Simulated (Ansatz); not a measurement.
## Ansatz (development build ahead of 0.2.0) run

```yaml
crystal:
  periodic: [false, false, false]
  atoms:
    - { symbol: Li, position_ang: [0.0, 0.0, 0.0] }
    - { symbol: Al, position_ang: [0.85752, 1.14335, 2.47543] }
basis:
  gaussian: { orbitals: "6-31G" }
magnetization:
  initial_magnetization: 2
hamiltonian:
  xc: hf
correlation:
  method: fci
  frozen_orbitals: { Al: 5, Li: 0 }
```

The input is written out in the form of the current development build from the run's settings.

Results

```
Converged    : yes
Total energy : -249.33303 hartree
State        : lowest triplet root, of any spatial symmetry
```
